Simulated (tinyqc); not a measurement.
Harmonic frequencies on the unrestricted LDA (VWN5)/sto-6g surface (energies and gradients from PySCF), for LiH+, spin multiplicity 2, step by step. Computed by tinyqc, a small Python program that keeps every step (integrals from PySCF). Settings: charge = 1, multiplicity = 2, basis = sto-6g, functional = lda,vwn, delta = 0.005. Command: `OMP_NUM_THREADS=1 python tinyqc.py 29518 29519 out.jsonl` (the two numbers bound the seeds that draw the settings). One thread of a shared host (Intel(R) Xeon(R) Processor @ 2.60GHz), about 5 s of CPU time with the checks.

## One row of the Hessian: 1Liz

optimised positions (bohr):
```
,x,y,z
1Li,0.000000,0.000000,-0.257570
2H,0.000000,0.000000,3.500312
```

gradient at +delta (hartree/bohr):
```
,x,y,z
1Li,0.00000000,0.00000000,0.00011475
2H,0.00000000,0.00000000,-0.00011321
```

gradient at -delta (hartree/bohr):
```
,x,y,z
1Li,0.00000000,0.00000000,-0.00010651
2H,0.00000000,0.00000000,0.00010802
```

Displace 1Liz by +/-0.005 bohr; H(k, :) = (g(+) - g(-)) / (2 delta).

row of the Hessian (hartree/bohr^2): 1Lix 0.00000000, 1Liy 0.00000000, 1Liz 0.02212507, 2Hx 0.00000000, 2Hy 0.00000000, 2Hz -0.02212276

## Hessian by finite differences

All rows are made in the same way, and the matrix is symmetrised.

Hessian (symmetrised) (hartree/bohr^2):
```
,1Lix,1Liy,1Liz,2Hx,2Hy,2Hz
1Lix,-0.00000100,0.00000000,0.00000000,-0.00000379,0.00000000,0.00000000
1Liy,0.00000000,-0.00000100,0.00000000,0.00000000,-0.00000379,0.00000000
1Liz,0.00000000,0.00000000,0.02212507,0.00000000,0.00000000,-0.02212391
2Hx,-0.00000379,0.00000000,0.00000000,0.00000857,0.00000000,0.00000000
2Hy,0.00000000,-0.00000379,0.00000000,0.00000000,0.00000857,0.00000000
2Hz,0.00000000,0.00000000,-0.02212391,0.00000000,0.00000000,0.02212276
```

## Normal modes

masses (u): 1Li 7.016004, 2H 1.007825

Diagonalise H_ij / sqrt(m_i m_j); the 5 smallest eigenvalues belong to translations and rotations; wavenumber = sqrt(eigenvalue / 1822.888) x 219474.63; each mode has its largest component positive (the first on a tie); zero-point energy = sum of wavenumbers / 2, with 349.755 1/cm per kcal/mol.

eigenvalues of the mass-weighted Hessian (hartree/(bohr^2 u)): 0.000000  0.000000  0.000000  0.000009  0.000009  0.025105

harmonic wavenumbers of the vibrations (1/cm): 814.5

mass-weighted modes:
```
,mode 1
1Lix,0.000000
1Liy,0.000000
1Liz,-0.354423
2Hx,0.000000
2Hy,0.000000
2Hz,0.935085
```

zero-point energy = 1.164357 kcal/mol
